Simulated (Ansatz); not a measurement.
Species: HS, SMILES `[SH]` (charge 0, multiplicity 2), formula HS.

Q: How many basis functions does Ansatz (an electronic-structure program) with frozen-core CCSD(T)/def2-TZVPP // PBE0-D3(BJ)/def2-TZVP use, how many core orbitals are frozen, and how many electrons are correlated?

A: 56 basis functions and 5 frozen orbitals, which leaves 7 correlated electrons. Core time is of the order of seconds.
